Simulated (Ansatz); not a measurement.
Species: C₃H₉N, SMILES `CN(C)C` (charge 0, multiplicity 1).

Problem. Give a relaxed geometry from Ansatz (a first-principles code) with B3LYP-D3(BJ)/def2-TZVP.

Solution. the end point of this relaxation (outside a Z-matrix the atoms follow the SMILES, hydrogens last).
Cartesian coordinates (Å) in one orientation:
```xyz
13

C     -0.633     1.230    -0.093
N      0.045     0.003    -0.469
C     -0.737    -1.168    -0.121
C      1.382    -0.061     0.090
H     -0.050     2.091    -0.421
H     -0.788     1.317     0.998
H     -1.610     1.275    -0.577
H     -1.714    -1.119    -0.604
H     -0.229    -2.069    -0.469
H     -0.899    -1.266     0.968
H      1.962     0.803    -0.238
H      1.384    -0.073     1.196
H      1.886    -0.963    -0.258
```
